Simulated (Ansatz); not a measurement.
**SiPN (triplet): from Hartree-Fock to the top rungs, def2-QZVPP**

The task here is to estimate one member of a computed series from the others.

The runs use Ansatz 0.2.0, Gaussian basis; def2-QZVPP, core rule «outside noble gas», up to 11 orbitals frozen.

Plan: UHF; ROHF; CCSD(T) on UHF.

2 further runs of the same task are left out: 2 set aside as unsound or not needed.

## The geometry

The geometry is a PBE0/def2-TZVP stationary point (not a proven minimum) of the parent state, kept for this charge and spin.

3 atoms, charge 0, spin multiplicity 3.

Atoms are counted from 1 here; the program's logs count them from 0.

Bond lengths: P1–N2 1.566 Å, N2–Si3 1.632 Å. Angles: P1–N2–Si3 180.0°.

The first run:

in.yaml

```yaml
crystal:
  periodic: [false, false, false]
  atoms:
    - {symbol: P, position_ang: [0.000000, 0.000000, 1.588200]}
    - {symbol: N, position_ang: [0.000000, 0.000000, 0.021900]}
    - {symbol: Si, position_ang: [0.000000, 0.000000, -1.610100]}
basis:
  gaussian: {orbitals: "def2-QZVPP.json"}
magnetization: {spin_polarized: true, initial_magnetization: 2}
hamiltonian: {xc: hf}
output: {orbitals: {seedname: orbitals}}
```

Launch:

```bash
$ ansatz run in.yaml --threads 1 --pin off --events-out ev --progress --plain --max-ram 2393MiB
```

Among the steps run: UHF; ROHF; CCSD(T) on UHF.

One of the session's tables, all rows but one given; the rest of the session is left out.

| method | from UCCSD(T) (meV) |
| --- | --- |
| ROHF | +13146.0 |
| UHF | ? |
| UMP2 | +1386.7 |
| UCCSD | +763.8 |
| UCCSD(T) | 0 |

**Question.** Estimate the row for UHF.

**Answer.** from UCCSD(T) (meV): +12732.6. In the column «from UCCSD(T) (meV)» it lies between UMP2 (+1386.7) and ROHF (+13146.0).
